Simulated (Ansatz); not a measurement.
Reaction (SMILES): C1=CC1 + 4 [H][H] (H2) → 3 C (CH4)
B3LYP-D3(BJ)/def2-TZVP geometries, fixed; electronic energies without zero-point terms.
Largest species:
```xyz
7

C     -0.0054     0.0051     0.8609
C     -0.0002    -0.6463    -0.4958
C      0.0065     0.6404    -0.5035
H      0.9023     0.0040     1.4624
H     -0.9206     0.0134     1.4509
H     -0.0016    -1.5779    -1.0322
H      0.0147     1.5655    -1.0509
```

Basis-set convergence of the energy of full hydrogenation at PBE0 with Ansatz (a quantum-chemistry and plane-wave program). Cartesian d functions, on some or all atoms, in 6-31+G*; all else is spherical. The program fits the integrals of some runs and decomposes those of others, by size. No added dispersion term, no relativity. Functions are those of the species that has most. Reference: the value in def2-QZVPPD, -146.67 kcal/mol, itself unsure by roughly 0.03 kcal/mol (its mean distance from pcseg-3, def2-QZVPP, cc-pVQZ). Deviations are taken from unrounded values.

| basis | functions | energy of full hydrogenation (kcal/mol) | minus reference (kcal/mol) |
|---|---|---|---|
| pcseg-0 | 35 | -167.53 | -20.85 |
| pcseg-1 | 62 | -149.65 | -2.98 |
| 6-31+G* | 65 | -152.25 | -5.58 |
| 6-311+G** | 90 | -147.95 | -1.28 |
| aug-pcseg-1 | 105 | -148.88 | -2.21 |
| 6-311++G(2d,2p) | 121 | -149.03 | -2.35 |
| pcseg-2 | 146 | -147.20 | -0.53 |
| 6-311++G(3df,3pd) | 189 | -146.64 | 0.03 |
| aug-pcseg-2 | 230 | -147.07 | -0.40 |
| pcseg-3 | 312 | -146.67 | 0.00 |

The smallest set listed that lies within 1 kcal/mol of the reference with all its larger relatives (same family, alike in diffuse functions; a set with none counts only in the reference's own line) is pcseg-2 (146 functions, -0.53 kcal/mol off). Inside, with no larger relative to test it: 6-311++G(3df,3pd), aug-pcseg-2.
